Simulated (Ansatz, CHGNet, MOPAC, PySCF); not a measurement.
Zinc-blende InSb, lattice parameter a

Reference value: 6.468 Å (measured, static lattice: zero-point anharmonic expansion removed; as tabulated in Mejia-Rodriguez and Trickey (2018), arXiv:1807.09216).

```json
[
 {"level (code)": "AM1 semi-empirical Hartree-Fock (MOPAC)", "value (Å)": "4.843"},
 {"level (code)": "CHGNet 0.3.0", "value (Å)": "6.644"},
 {"level (code)": "LDA (Ansatz)", "value (Å)": "(withheld)"},
 {"level (code)": "PBE (Ansatz)", "value (Å)": "6.635"},
 {"level (code)": "PBE-D4 (Ansatz)", "value (Å)": "6.539"},
 {"level (code)": "r²SCAN+SOC (Ansatz)", "value (Å)": "(withheld)"},
 {"level (code)": "r²SCAN-D4 (Ansatz)", "value (Å)": "6.532"},
 {"level (code)": "B3LYP (VWN-RPA form) (Ansatz)", "value (Å)": "(withheld)"},
 {"level (code)": "HSE06 (Ansatz)", "value (Å)": "(withheld)"},
 {"level (code)": "PBE0 (Ansatz)", "value (Å)": "6.538"},
 {"level (code)": "Hartree–Fock (Ansatz)", "value (Å)": "6.625"},
 {"level (code)": "MP2 (PySCF)", "value (Å)": "6.567 ± 0.02"}
]
```

Fill in the missing entries.


- LDA (Ansatz, a quantum-chemistry and plane-wave program), value (Å): 6.450
- r²SCAN+SOC (Ansatz), value (Å): 6.556
- B3LYP (VWN-RPA form) (Ansatz), value (Å): 6.663
- HSE06 (Ansatz), value (Å): 6.546

Errors against the reference: AM1 semi-empirical Hartree-Fock (MOPAC) -25 %, CHGNet 0.3.0 +2.72 %, LDA -0.28 %, PBE +2.58 %, PBE-D4 +1.10 %, r²SCAN+SOC +1.36 %, r²SCAN-D4 +0.99 %, B3LYP (VWN-RPA form) +3.01 %, HSE06 +1.21 %, PBE0 +1.08 %, Hartree–Fock +2.43 %, MP2 +1.53 %.

Of the ranked levels LDA (-0.28 %) comes nearest. Farthest off among them: AM1 semi-empirical Hartree-Fock (MOPAC) (-25 %). Of the ranked levels only LDA lands within 0.5 %.

Published values of wave-function and many-body methods: 6.463 Å (published RPA@PBE value, static lattice, standard PAW; Klimeš et al. (2015), arXiv:1508.02562).

A ± on a computed value is a rough bar: the spread of its extrapolation, a floor set from checks against published values, or a statistical error. AM1 semi-empirical Hartree-Fock (MOPAC): the cell moved over 20 % in volume from its start. AM1 semi-empirical Hartree-Fock (MOPAC): the method was fitted mainly to molecules. AM1 semi-empirical Hartree-Fock (MOPAC): the run uses a supercell at the zone centre in place of a k mesh. Cutoffs and k meshes differ between the levels. Ansatz's density-functional and Hartree–Fock values are scalar-relativistic unless marked +SOC, with PAW data made under PBE.

Machine-learned potentials (CHGNet 0.3.0) are trained on DFT data: a solid inside that data is no test of them.

Differences are worked out from the printed values.
